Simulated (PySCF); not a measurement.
## One molecule, many functionals

C2H2O.
Bonds: C1–C2 (double), C2–O3 (double). Hydrogens: H4, H5 on C1.

Linear-response calculations in the def2-SVPD basis (PySCF; singlets by full response, triplets Tamm–Dancoff, core orbitals frozen in the response; HF means time-dependent Hartree–Fock). 'Strongest' is the level of largest summed f among the singlets computed (10 roots, of which the last may lack a degenerate partner); it can jump between rows when another state enters that window. S1 is the lowest singlet of each run and needn't be the same state throughout; f(S1) is that of one state. Geometry: PBE0-D3(BJ)/def2-SVP; no solvent, vibrations or thermal averaging.

| functional | kind | S1 (eV) | f(S1) | strongest (eV) | T1 (eV) | HOMO (eV) | gap (eV) | ionisation energy, ΔSCF (eV) |
| --- | --- | --- | --- | --- | --- | --- | --- | --- |
| LDA | LDA | 3.80 | 0.000 | 7.43 | 3.48 | -6.08 | 3.65 | 10.06 |
| PBE | GGA | 3.81 | 0.000 | 7.45 | 3.42 | -5.90 | 3.70 | 9.76 |
| B3LYP | global hybrid, 20% exact exchange | 3.84 | 0.000 | 7.58 | 3.48 | -6.95 | 5.60 | 9.85 |
| PBE0 | global hybrid, 25% exact exchange | 3.89 | 0.000 | 7.70 | 3.50 | -7.16 | 6.10 | 9.77 |
| BHandHLYP | global hybrid, 50% exact exchange | 3.94 | 0.000 | 7.83 | 3.60 | -8.31 | 8.49 | 9.69 |
| wB97X-D | range-separated hybrid | 3.88 | 0.000 | 7.70 | 3.57 | -9.04 | 9.87 | 9.80 |
| LC-wPBE | range-separated hybrid | 3.85 | 0.000 | 7.75 | 3.48 | -9.86 | 11.30 | 9.83 |
| HF | Hartree–Fock | 4.14 | 0.000 | 8.15 | 3.82 | -10.04 | 12.58 | not settled |

Q: What does CAM-B3LYP (range-separated hybrid) give?

A: S1 (eV) 3.84, f(S1) 0.000, strongest (eV) 7.65, T1 (eV) 3.49, HOMO (eV) -8.53, gap (eV) 8.69, ionisation energy, ΔSCF (eV) 9.86. S1 runs from 3.80 eV (LDA) to 4.14 eV (HF), a spread of 0.34 eV, while the orbital gap spreads over 8.9 eV. Along PBE (0%), B3LYP (20%), PBE0 (25%), BHandHLYP (50%), HF (100%) S1 rises with the share of exact exchange. −ε(HOMO) comes closest to its own ΔSCF ionisation energy with LC-wPBE (+0.03 eV) and misses most with LDA (-3.98 eV). The lowest singlet of a reference set is 1A2(π→π*) at 3.85 eV (computed, theoretical best estimate (aug-cc-pVTZ, frozen core, CC3 geometry), gas; Veril, Scemama, Caffarel, Lipparini, Boggio-Pasqua, Jacquemin, Loos, WIREs Comput. Mol. Sci. 2021, 11, e1517 (QUESTDB)). The lowest computed singlet differs from it by LC-wPBE 0.00, CAM-B3LYP -0.01, B3LYP -0.01, wB97X-D +0.03, PBE -0.04, PBE0 +0.04, LDA -0.05, BHandHLYP +0.09, HF +0.29 eV; geometry and basis of the reference needn't be the same. The lowest triplet of a reference set is 3A2(n→π*) at 3.77 eV (computed, theoretical best estimate (aug-cc-pVTZ, frozen core, CC3 geometry), gas; Veril, Scemama, Caffarel, Lipparini, Boggio-Pasqua, Jacquemin, Loos, WIREs Comput. Mol. Sci. 2021, 11, e1517 (QUESTDB)). The lowest computed triplet differs from it by HF +0.05, BHandHLYP -0.17, wB97X-D -0.20, PBE0 -0.27, CAM-B3LYP -0.28, B3LYP -0.29, LDA -0.29, LC-wPBE -0.29, PBE -0.35 eV; geometry and basis of the reference needn't be the same. 'Not settled' means that the ion's SCF failed to converge or may have ended in another state than the lowest.
